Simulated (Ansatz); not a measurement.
Graphite, treated with r²SCAN0 (Ansatz, a program for electronic structure, PAW).

The input as run:

Ansatz 0.2 input:
```yaml
crystal:
  lattice:
    - [1.2114977501, -2.0983756563, 0.0]
    - [1.2114977501, 2.0983756563, 0.0]
    - [0.0, 0.0, 6.9854126338]
  atoms:
    - { symbol: C, position: [0.0, 0.0, 0.25] }
    - { symbol: C, position: [0.0, 0.0, 0.75] }
    - { symbol: C, position: [0.3333333333, 0.6666666667, 0.25] }
    - { symbol: C, position: [0.6666666667, 0.3333333333, 0.75] }
basis:
  ecutwfc: 520
  ecutrho_ratio: 4
  xc_grid: 3
kpoints:
  mp_grid: { grid: [12, 12, 4] }
hamiltonian:
  xc: r2scan0
  dispersion: none
  pseudopotentials: { kind: paw }
scf:
  occupations: { method: fermi_dirac, width: 0.05 }
output:
  forces: true
  stress: true
  eigenvalues: true
relax:
  f_tol: 0.01
  escape_saddle: false
  max_steps: 80
  cell: { stress_tol: 0.05, fix: [volume] }
```

The run printed, among other lines:

```
Relaxation: its limit of steps is 80 (relax.max_steps)
Crystal: 4 atoms, lattice volume = 35.516 Å³
Basis set: ecut = 520 eV, 955 PW (Γ), exchange–correlation on 60×60×162 points (27 copies of the dense FFT grid, shifted against one another)
Bands: 12, of which v1, the nominal top of the filled ones, is band 8 counted from 1 (7 counted from 0)
Symmetry: 24 space group operations
Space group: P63/mmc (ITA 194), of the structure as read, at distance tolerance 3.3e-5 Å
k-points: 57 of 576
Functional: x = r2scan, c = r2scan; τ floored in thin density (d = 2e-4 eV/Å³), warm-up for x = 0.75 r2scan + 0.25 exact, c = r2scan; τ floored in thin density (d = 2e-4 eV/Å³)
SCF iter   1: F=—  HF=-1006.534759 eV  |F-HF|=—  |Δ(HF+E_count)|=         —  Δρ=7.07e-3  dr2=5.02e-3  dr2_τ=9.19e-1
SCF iter   2: F=—  HF=-1006.613612 eV  |F-HF|=—  |Δ(HF+E_count)|=   7.89e-2  Δρ=5.15e-3  dr2=2.92e-3  dr2_τ=1.42e-4
  ...
SCF 1 converged in 9 iterations: F = -1006.613732 eV  dr2 = 3.92e-11
Crystal: 4 atoms, lattice volume = 35.516 Å³
Initial density: handed on by an earlier stage of this run
Functional: x = 0.75 r2scan + 0.25 exact, c = r2scan; τ floored in thin density (d = 2e-4 eV/Å³)
  ...
Crystal: 4 atoms, lattice volume = 35.516 Å³
Crystal: 4 atoms, lattice volume = 35.516 Å³
SCF 7 converged in 2 iterations: F = -1006.104064 eV  dr2 = 1.35e-11
Crystal: 4 atoms, lattice volume = 35.516 Å³
Crystal: 4 atoms, lattice volume = 35.516 Å³
SCF 9 converged in 7 iterations: F = -1006.105688 eV  dr2 = 1.90e-11
Crystal: 4 atoms, lattice volume = 35.516 Å³
SCF 10 converged in 2 iterations: F = -1006.105688 eV  dr2 = 2.86e-12
Crystal: 4 atoms, lattice volume = 35.516 Å³
SCF 11 converged in 5 iterations: F = -1006.105837 eV  dr2 = 2.60e-12
Crystal: 4 atoms, lattice volume = 35.516 Å³
SCF iter   1: F=—  HF=-1006.105837 eV  |F-HF|=—  |Δ(HF+E_count)|=         —  Δρ=4.85e-7  dr2=1.84e-11  dr2_τ=8.38e-12
SCF iter   2: F=-1006.105837 eV  HF=-1006.105837 eV  |F-HF|=1.36e-12  |Δ(HF+E_count)|=  1.36e-12  Δρ=1.33e-7  dr2=1.72e-12  dr2_τ=4.05e-13
SCF 12 converged in 2 iterations: F = -1006.105837 eV  dr2 = 1.72e-12
Free energy (F): -1006.105837 eV
Internal energy: -1006.104742 eV  (E = F + TS)
E sigma→0 (E₀):  -1006.105290 eV
Fermi energy:    6.816508 eV
--- Forces (eV/Å), atoms counted from 1 ---
  atom   1  C      0.00000000    -0.00000000     0.00000000
  atom   2  C     -0.00000000     0.00000000     0.00000000
  atom   3  C     -0.00000000     0.00000000     0.00000000
  atom   4  C      0.00000000     0.00000000     0.00000000
--- Stress (GPa, compression-positive) ---
        0.611305       0.000000       0.000000
        0.000000       0.611305      -0.000000
        0.000000      -0.000000       0.619939
  P = ⅓ Tr σ = 0.6142 GPa (6.142 kbar)
```

The cell is one volume of an energy–volume scan, off the minimum.

The PAW data were made under PBE.

Note: the run warned that the count of filled bands differs between k points. Note: the cell comes from a level without a dispersion term, which matters for the spacing of layers, chains or molecules.
